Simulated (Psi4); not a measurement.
# One shape, several levels: C2H4F− (SMILES C[CH-]F)

Wanted: a comparison of 6 runs (HF/3-21G, CAM-LDA0/STO-6G, DSD-PBEPBE-D2/jun-cc-pV(D+d)Z, DSD-PBEPBE/jun-cc-pV(D+d)Z, U-wB97M-D3(BJ)/cc-pCVDZ, BP86/cc-pVTZ) of C2H4F−. 

The results are computed with Psi4 1.11.

### Step 1. The structure to begin with

C2H4F−: 7 atoms, total charge -1, spin state singlet. SMILES: `C[CH-]F`. The coordinates come from a GFN2-xTB relaxation.

Bond lengths: C1–C2 1.534 Å, C2–F3 1.512 Å, C1–H4 1.112 Å, C1–H5 1.097 Å, C1–H6 1.097 Å, C2–H7 1.137 Å. Angles: C1–C2–F3 104.2°, C1–C2–H7 105.5°, F3–C2–H7 100.0°, C2–C1–H4 116.8°, C2–C1–H5 108.1°, C2–C1–H6 110.3°, H4–C1–H5 107.2°, H4–C1–H6 106.6°, H5–C1–H6 107.5°.

### Step 2. Energy and gradient at HF/3-21G (run 1)

Contents of c2h4f.xyz:

```xyz
7
C2H4F
C     -0.493040     0.360290    -0.091850
C      0.969020    -0.047280     0.128740
F      0.898020    -1.118910     1.193240
H     -1.211500    -0.457090    -0.321760
H     -0.527430     1.067250    -0.930470
H     -0.880610     0.878910     0.794150
H      1.245550    -0.683170    -0.772050
```

Contents of c2h4f.py:

```python
import psi4

psi4.set_memory(1600000000)
psi4.set_num_threads(1)
psi4.core.set_output_file('output.dat', False)

with open('c2h4f.xyz') as f:
    atoms = ''.join(f.readlines()[2:])
molecule = psi4.geometry('-1 1\n' + atoms + 'symmetry c1')

psi4.set_options({
    'reference': 'rhf',
    'puream': True,
    'e_convergence': 1e-09,
    'd_convergence': 1e-08,
    'scf_type': 'pk',
})

E = psi4.gradient('scf/3-21G')
print('gradient / Eh bohr^-1')
print(E.np.round(6))
```

Started as:

```sh
$ python c2h4f.py
```

output.dat:

```text
[...]
  Running in c1 symmetry.
[...]
  Nuclear repulsion =   69.247302818549116
[...]
  Multiplicity = 1
[...]
  Nalpha       = 13
  Nbeta        = 13
[...]
    Number of basis functions: 35
[...]
   @RHF iter   1:  -176.32973181564572   -9.70990e-01   1.04885e-02 ADIIS/DIIS
[...]
   @RHF iter  11:  -176.40483532138052   -1.15961e-11   9.68550e-09 DIIS
[...]
    Orbital Energies [Eh]
    ---------------------
    Doubly Occupied:
       1A    -25.797361     2A    -10.938008     3A    -10.899757
       4A     -1.216366     5A     -0.755853     6A     -0.534779
       7A     -0.368811     8A     -0.349333     9A     -0.319316
      10A     -0.300390    11A     -0.263179    12A     -0.198009
      13A     -0.018271
[...]
  @RHF Final Energy:  -176.40483532138052
   => Energetics <=
    Nuclear Repulsion Energy =             69.2473028185491160
    One-Electron Energy =                -387.3854123267011005
    Two-Electron Energy =                 141.7332741867714390
    Total Energy =                       -176.4048353213805171
[...]
  -Total Gradient:
     Atom            X                  Y                   Z
    ------   -----------------  -----------------  -----------------
       1        0.012865165293     0.001910301740     0.001356579728
       2       -0.019297644841     0.008330063764     0.009073194963
       3        0.005573939932    -0.001315645188    -0.001235219223
       4       -0.003207542180    -0.004646609146    -0.002445469365
       5        0.000534358134     0.002327701465    -0.003654853342
       6       -0.000553901642     0.001906350794     0.003821286501
       7        0.004085625304    -0.008512163428    -0.006915519260
[...]
```

On the terminal:

```text
gradient / Eh bohr^-1
[[ 0.012865  0.00191   0.001357]
 [-0.019298  0.00833   0.009073]
 [ 0.005574 -0.001316 -0.001235]
 [-0.003208 -0.004647 -0.002445]
 [ 0.000534  0.002328 -0.003655]
 [-0.000554  0.001906  0.003821]
 [ 0.004086 -0.008512 -0.006916]]
```

Run time: 2.4 s. Hardware: 1 thread of AMD EPYC 7B13 (Zen 3), shared host; peak memory 0.17 GiB.

### Step 3. A single-point energy at CAM-LDA0/STO-6G (DKH2, density fitting) (run 2)

Contents of calc.py:

```python
import psi4

psi4.set_memory(1600000000)
psi4.set_num_threads(1)
psi4.set_output_file('run.log', False)

molecule = psi4.geometry("""
-1 1
C     -0.493040     0.360290    -0.091850
C      0.969020    -0.047280     0.128740
F      0.898020    -1.118910     1.193240
H     -1.211500    -0.457090    -0.321760
H     -0.527430     1.067250    -0.930470
H     -0.880610     0.878910     0.794150
H      1.245550    -0.683170    -0.772050
no_reorient
no_com
""")

psi4.set_options(dict(basis='STO-6G', relativistic='dkh', dkh_order=2))

E = psi4.energy('cam-lda0')
print(f'total energy {E:.8f} hartree = {E * 27.211386:.5f} eV')
for k, v in sorted(psi4.core.scalar_variables().items()):
    print(f'{k:45s} {v:18.10f}')
```

Started as:

```sh
$ python calc.py
```

run.log:

```text
[...]
  Running in c1 symmetry.
[...]
  Nuclear repulsion =   69.247302818549116
[...]
  Multiplicity = 1
[...]
  Nalpha       = 13
  Nbeta        = 13
[...]
    Number of basis functions: 19
[...]
    0.2500   Short-range LDA exchange with error function kernel (erfc) [omega = 0.3333]
[...]
   @DF-RKS iter   1:  -176.76519929396878   -1.60370e+00   9.14427e-03 DIIS/ADIIS
[...]
   @DF-RKS iter   8:  -176.79608659490705   -3.79117e-10   6.02152e-08 DIIS
[...]
  @DF-RKS Final Energy:  -176.79608659490705
   => Energetics <=
    Nuclear Repulsion Energy =             69.2473028185491160
    One-Electron Energy =                -390.9046435386396183
    Two-Electron Energy =                 160.8091162728118206
    DFT Exchange-Correlation Energy =     -15.9478621476283955
    Empirical Dispersion Energy =           0.0000000000000000
    VV10 Nonlocal Energy =                  0.0000000000000000
    Total Energy =                       -176.7960865949070524
[...]
 Multipole Moments:
 ------------------------------------------------------------------------------------
     Multipole            Electronic (a.u.)      Nuclear  (a.u.)        Total (a.u.)
 ------------------------------------------------------------------------------------
 L = 1.  Multiply by 2.5417464519 to convert [e a0] to [Debye]
 Dipole X            :        -19.6958677           18.0734729           -1.6223948
 Dipole Y            :         14.2333527          -13.9579518            0.2754009
 Dipole Z            :        -19.0843388           18.3877344           -0.6966044
 Magnitude           :                                                    1.7869718
[...]
```

Standard output:

```text
total energy -176.79608659 hartree = -4810.86656 eV
CURRENT ENERGY                                   -176.7960865949
CURRENT REFERENCE ENERGY                         -176.7960865949
DD SOLVATION ENERGY                                 0.0000000000
DFT FUNCTIONAL TOTAL ENERGY                      -176.7960865949
DFT TOTAL ENERGY                                 -176.7960865949
DFT VV10 ENERGY                                     0.0000000000
DFT XC ENERGY                                     -15.9478621476
GRID ELECTRONS ALPHA                               12.9999955550
GRID ELECTRONS BETA                                12.9999955550
GRID ELECTRONS TOTAL                               25.9999911101
NUCLEAR REPULSION ENERGY                           69.2473028185
ONE-ELECTRON ENERGY                              -390.9046435386
PCM POLARIZATION ENERGY                             0.0000000000
PE ENERGY                                           0.0000000000
SCF ITERATION ENERGY                             -176.7960865949
SCF ITERATIONS                                      8.0000000000
SCF TOTAL ENERGY                                 -176.7960865949
TWO-ELECTRON ENERGY                               160.8091162728
XC GRID RADIAL POINTS                              75.0000000000
XC GRID SPHERICAL POINTS                          302.0000000000
XC GRID TOTAL POINTS                           152080.0000000000
```

Run time: 3.6 s. Hardware: 1 thread of AMD EPYC 7B13 (Zen 3), shared host; peak memory 0.22 GiB.

Run 3 isn't shown in full; the table further down has it.

### Step 4. The energy at DSD-PBEPBE/jun-cc-pV(D+d)Z (density fitting, density fitting for correlation) (run 4)

Contents of run.py:

```python
import psi4

psi4.set_memory('1600 MB')
psi4.set_num_threads(1)
psi4.core.set_output_file('psi4.out', False)

geom = psi4.geometry("""
-1 1
C     -0.493040     0.360290    -0.091850
C      0.969020    -0.047280     0.128740
F      0.898020    -1.118910     1.193240
H     -1.211500    -0.457090    -0.321760
H     -0.527430     1.067250    -0.930470
H     -0.880610     0.878910     0.794150
H      1.245550    -0.683170    -0.772050
no_reorient
no_com
""")

psi4.set_options({
    'reference': 'rks',
    'freeze_core': True,
})

e = psi4.energy("dsd-pbepbe/jun-cc-pV(D+d)Z", molecule=geom)
print(f'total energy {e:.8f} hartree = {e * 27.211386:.5f} eV')
```

Started as:

```sh
$ python run.py
```

psi4.out:

```text
[...]
  Running in c1 symmetry.
[...]
  Nuclear repulsion =   69.247302818549116
[...]
  Multiplicity = 1
[...]
  Nalpha       = 13
  Nbeta        = 13
[...]
    Number of basis functions: 74
[...]
   @DF-RKS iter   1:  -177.61349989817273   -7.16540e-01   7.59699e-03 DIIS/ADIIS
[...]
   @DF-RKS iter   9:  -177.80254365605617   -3.81661e-08   3.76358e-07 DIIS
[...]
  @DF-RKS Final Energy:  -177.80254365605617
   => Energetics <=
    Nuclear Repulsion Energy =             69.2473028185491160
    One-Electron Energy =                -387.6692396450090996
    Two-Electron Energy =                 147.1533726656195995
    DFT Exchange-Correlation Energy =      -6.5339794952158314
    Empirical Dispersion Energy =           0.0000000000000000
    VV10 Nonlocal Energy =                  0.0000000000000000
    Total Energy =                       -177.8025436560561729
[...]
 Multipole Moments:
 ------------------------------------------------------------------------------------
     Multipole            Electronic (a.u.)      Nuclear  (a.u.)        Total (a.u.)
 ------------------------------------------------------------------------------------
 L = 1.  Multiply by 2.5417464519 to convert [e a0] to [Debye]
 Dipole X            :        -20.0749255           18.0734729           -2.0014525
 Dipole Y            :         14.2220150          -13.9579518            0.2640632
 Dipole Z            :        -19.5433481           18.3877344           -1.1556137
 Magnitude           :                                                    2.3261523
[...]
```

The script printed:

```text
total energy -178.06964671 hartree = -4845.52189 eV
```

It took 5.7 s on 1 thread of AMD EPYC 7B13 (Zen 3), shared host; peak memory 0.54 GiB.

Run 5 isn't shown in full; the table further down has it.

### Step 5. A single-point energy at BP86/cc-pVTZ (run 6)

Contents of job.in:

```
memory 1600 MB

molecule {
  -1 1
  C     -0.493040     0.360290    -0.091850
  C      0.969020    -0.047280     0.128740
  F      0.898020    -1.118910     1.193240
  H     -1.211500    -0.457090    -0.321760
  H     -0.527430     1.067250    -0.930470
  H     -0.880610     0.878910     0.794150
  H      1.245550    -0.683170    -0.772050
  symmetry c1
  no_reorient
  no_com
}

set basis cc-pVTZ
set reference rks
set puream true
set e_convergence 1e-09
set d_convergence 1e-08
set scf_type pk
set dft_radial_points 99
set dft_spherical_points 590

E, wfn = energy('bp86', return_wfn=True)
oeprop(wfn, 'WIBERG_LOWDIN_INDICES', 'MAYER_INDICES', 'LOWDIN_CHARGES')
```

Started as:

```sh
$ psi4 -i job.in -o job.out -n 1
```

job.out:

```text
[...]
  Running in c1 symmetry.
[...]
  Nuclear repulsion =   69.247302818549116
[...]
  Multiplicity = 1
[...]
  Nalpha       = 13
  Nbeta        = 13
[...]
    Number of basis functions: 146
[...]
   @RKS iter   1:  -177.90968595734415   -9.59605e-02   6.90259e-03 ADIIS/DIIS
[...]
   @RKS iter  13:  -178.45083183366862   -1.67688e-12   3.35295e-09 DIIS
[...]
  @RKS Final Energy:  -178.45083183366862
   => Energetics <=
    Nuclear Repulsion Energy =             69.2473028185491160
    One-Electron Energy =                -388.1383901991479206
    Two-Electron Energy =                 163.3944620551997104
    DFT Exchange-Correlation Energy =     -22.9542065082695039
    Empirical Dispersion Energy =           0.0000000000000000
    VV10 Nonlocal Energy =                  0.0000000000000000
    Total Energy =                       -178.4508318336686159
[...]
 Multipole Moments:
 ------------------------------------------------------------------------------------
     Multipole            Electronic (a.u.)      Nuclear  (a.u.)        Total (a.u.)
 ------------------------------------------------------------------------------------
 L = 1.  Multiply by 2.5417464519 to convert [e a0] to [Debye]
 Dipole X            :        -19.6075884           18.0734729           -1.5341154
 Dipole Y            :         14.2808760          -13.9579518            0.3229242
 Dipole Z            :        -19.2279046           18.3877344           -0.8401702
 Magnitude           :                                                    1.7786726
[...]
```

Run time: 40 s. Hardware: 1 thread of AMD EPYC 7B13 (Zen 3), shared host; peak memory 1.2 GiB.

### Step 6. The series

```csv
run,level,task,integrals,energy (Eh),HOMO energy (eV),LUMO energy (eV),HOMO–LUMO gap (eV),wall time
1,HF/3-21G,gradient,pk,-176.404835,-0.50,13.34,13.84,2.4 s
2,"CAM-LDA0/STO-6G (DKH2, density fitting)",energy,df,-176.796087,6.87,18.05,11.18,3.6 s
3,"DSD-PBEPBE-D2/jun-cc-pV(D+d)Z (density fitting, density fitting for correlation)",energy,df,-178.068464,-0.29,4.80,5.10,60 s
4,"DSD-PBEPBE/jun-cc-pV(D+d)Z (density fitting, density fitting for correlation)",energy,df,-178.069647,-0.57,4.89,5.46,5.7 s
5,"U-wB97M-D3(BJ)/cc-pCVDZ (ZORA, density fitting with cc-pvtz-jkfit)",energy,mem_df,-178.589445,0.03,9.20,9.17,33 s
6,BP86/cc-pVTZ,energy,pk,-178.450832,2.97,5.66,2.69,40 s
```

### Step 7. Summary of results

| quantity | value |
| --- | --- |
| run 6: total energy | -178.45083 Eh |
| run 6: HOMO energy | 2.97 eV |
| run 6: LUMO energy | 5.66 eV |
| run 6: HOMO–LUMO gap (to an unbound level, set by the basis) | 2.69 eV |

What this shows: The HOMO–LUMO gap runs from 2.69 eV (BP86/cc-pVTZ) to 13.84 eV (HF/3-21G). The two ends differ in method and basis. The empty levels of an anion lie above zero and hang on the basis. Totals of different functionals can't be ranked against each other. In runs 2, 5, 6 the HOMO lies above zero, so the outermost electron may be held by the basis alone. In run 2 the basis is minimal, so the values are rough. All runs together took 2.4 min, the longest 60 s.
